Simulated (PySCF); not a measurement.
# Continuum solvent and chemical shifts

Numbering as in the mapped SMILES `[SiH3:1][Cl:2]`. Hydrogens are named by the atom that carries them.

GIAO PBE0/pcSseg-1 in PySCF on one PBE0-D3(BJ)/def2-SVP conformer, non-relativistic, equivalent nuclei averaged. Solvents enter as an IEF-PCM continuum (benzene with ε = 2.3, methanol with ε = 32.6) around the gas-phase geometry. Shifts are referred to TMS computed in the same medium.

Gas phase, δ in ppm: Si1 -30.4, H(Si1) 5.01. Dipole moment 1.66 D.

Problem. How does each δ change in the continuum?

Solution. 
```csv
atoms,environment,"Δδ, benzene","Δδ, methanol"
Si1,"silicon bonded to Cl, 3 H",+0.9,+1.9
H(Si1),hydrogen on a silicon bonded to Cl,+0.02,+0.05
```

Changes are relative to the gas phase. The dipole moment becomes 1.86 D in benzene, 2.08 D in methanol.

Problem. Which nuclei move most (in ppm), and what does the model miss?

Solution. Si1 (silicon bonded to Cl, 3 H, +1.9 ppm) in methanol. A continuum only polarises the solute; specific hydrogen bonds, the anisotropy of aromatic solvents and changes of geometry or conformer are outside it.
